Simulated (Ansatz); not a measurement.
# How far each method lies from UCCSDT(Q) for Cl–CH–Ga⁺, triplet

Geometry: that of the Cl–CH–Ga, doublet, kept fixed.

```xyz
4

Cl    0.0000   -0.2243    1.9932
C     0.0000    0.8739    0.6620
Ga    0.0000   -0.0640   -1.1423
H     0.0000    1.9032    1.0230
```

Basis cc-pVTZ; Ansatz 0.2.0. Only valence electrons are correlated (noble-gas cores and the filled d shells of p-block atoms frozen), which leaves 14 electrons in 101 orbitals. Prefix R: restricted or restricted open-shell reference; prefix U: unrestricted. No spin–orbit coupling is included, and no scalar relativity.

Full CI isn't at hand for all of this; UCCSDT(Q) serves as the reference, and is uncertain by the last step of the cluster series or more. The frozen core follows each run's orbitals, which can shift R against U totals by a few meV for light atoms and by up to 0.1 eV past Ca.

The UHF ⟨S²⟩ is 2.060. The T1 diagnostic (RCCSD) is 0.0355 and the largest doubles amplitude (RCCSD) is 0.039. The T1 diagnostic (UCCSD) is 0.0301.

| level | E − E(UCCSDT(Q)) (mEh) | wall time |
| --- | --- | --- |
| UHF | 404.57 | – |
| UMP2 | 56.87 | – |
| UCCSD | 20.75 | – |
| UCCSD(T) | 2.71 | 9 s (H100) |
| UCCSDT | 1.19 | – |

Run but not shown, since their state, orbitals or frozen core can't be matched to the reference's or they repeat it: RHF, RMP2, RCCSD, RCCSD(T), BCCD(T), RCCSDT, RCCSDT(Q).

Times hold each run's SCF and search for its determinant on a shared host, so for small cases they say little of a method's own cost.
